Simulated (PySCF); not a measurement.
Method: PBE0 in PySCF with Si def2-TZVP, F def2-TZVP; no relativity; density-fitted integrals.

Each entry is the lowest minimum that a search over a few typed start shapes (and spin states, where more than one is plausible) found, or that minimum re-optimised at the stated level; isomers with ligand–ligand bonds, or fragments after loss of a ligand pair, can lie lower. Open shells are unrestricted.

SiF₂ is a singlet of C2v symmetry with Si–F 1.601 Å (×2); F–Si–F 100.6°. Its wavenumbers are 337, 855, 871 cm⁻¹.

Problem. What changes when one electron is removed, giving SiF₂⁺?

Solution. It costs 10.55 eV between the minima (10.57 eV with zero-point energy). SiF₂⁺ is a doublet of C2v symmetry with Si–F 1.533 Å (×2); F–Si–F 119.9°; wavenumbers 289, 942, 1132 cm⁻¹.
